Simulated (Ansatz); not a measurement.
# CO (singlet): the correlation ladder, cc-pVTZ

An exercise on one series of results from a longer session: the logs are not shown, and one member is left open.

Method: cc-pVTZ, core rule «outside noble gas», up to 2 orbitals frozen; program: Ansatz 0.2.0, Gaussian basis.

To be run: UHF; CCSD(T) on RHF; BCCD(T) on RHF; CISD; CCSDT(Q) on RHF; CASSCF and MRCISD+Q, 10 electrons in 8 orbitals; CASSCF and NEVPT2, 10 electrons in 8 orbitals.

## What is computed

The geometry is a PBE0/def2-TZVP stationary point (not a proven minimum).

2 atoms, charge 0, spin multiplicity 1.

Atoms are counted from 1 here; the program's logs count them from 0.

Bond lengths: O1–C2 1.123 Å.

The first run:

Contents of in.yaml:

```yaml
crystal:
  periodic: [false, false, false]
  atoms:
    - {symbol: O, position_ang: [0.000000, 0.000000, 0.000000]}
    - {symbol: C, position_ang: [0.000000, 0.000000, 1.123387]}
basis:
  gaussian: {orbitals: cc-pVTZ}
magnetization: {spin_polarized: true, initial_magnetization: 0}
hamiltonian: {xc: hf}
output: {orbitals: {seedname: orbitals}}
```

Run with:

```
$ ansatz run in.yaml --threads 1 --pin off --events-out ev --progress --plain --max-ram 2176MiB
```

Steps of the session up to this table: UHF; CCSD(T) on RHF; BCCD(T) on RHF; CISD; CCSDT(Q) on RHF; CASSCF and MRCISD+Q, 10 electrons in 8 orbitals; CASSCF and NEVPT2, 10 electrons in 8 orbitals.

One of the session's tables, all rows but one given; the rest of the session is left out.

It belongs to the step «Misses and costs». 

```
          method  from RCCSDT(Q) (meV)
             RHF              +10220.5
            RMP2                +580.0
            CISD               +1125.0
           RCCSD                +489.6
        RCCSD(T)                 +33.5
         BCCD(T)                 +30.1
          RCCSDT                 +29.7
       RCCSDT(Q)                     0
  CASSCF valence               +6673.1
  NEVPT2 valence               +1203.5
  MRCISD valence                     ?
MRCISD+Q valence                 +77.6
```

Q: Estimate the row for MRCISD valence from the others.

As computed: from RCCSDT(Q) (meV): +423.0. In the column «from RCCSDT(Q) (meV)» it lies between MRCISD+Q valence (+77.6) and RCCSD (+489.6).

With the free atoms at the same levels and basis (separate runs), the atomisation energy is 10.909 eV at RCCSDT(Q), 10.899 eV at RCCSD(T), 7.553 eV at RHF.
